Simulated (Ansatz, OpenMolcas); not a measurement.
## Exact exchange and the HOMO–LUMO gap of Li2 (lithium dimer)

The species is Li2 (2 atoms), meant as a singlet with charge 0. SMILES: `[Li][Li]`. Geometry: the measured bond length.

The HOMO–LUMO gap y, in eV, basis aug-cc-pVTZ; a is the functional's share of exact exchange. Programs: Ansatz 0.2.0, OpenMolcas 26.06.

| functional | program | a | y (eV) |
| --- | --- | --- | --- |
| PBE | Ansatz | 0 | 1.43 |
| TPSS | OpenMolcas | 0 | 1.59 |
| B3LYP | Ansatz | 0.2 | 2.22 |
| r2SCAN0 | Ansatz | 0.25 | 2.60 |
| PBE0 | Ansatz | 0.25 | ? |
| BHLYP | Ansatz | 0.5 | 3.40 |

Question: Fit y = c + s·a to the known rows and predict PBE0.

Answer: 
1. Means of the 5 rows: a = 0.1900, y = 2.248.
2. Σ(Δa)² = 0.172, Σ(Δa·Δy) = 0.6584, so the slope is 0.6584/0.172 = 3.8279.
3. Intercept: 2.248 − (3.8279) × 0.1900 = 1.521. The largest residual of the fit is 0.12.
4. PBE0: 1.521 + (3.8279) × 0.25 = 2.48 eV.

The run gave 2.47 eV, so the prediction is off by +0.01 eV, within the scatter of the fit. Exact exchange lowers occupied levels and raises empty ones. The rows mix families of semi-local functionals, which the line can't see.
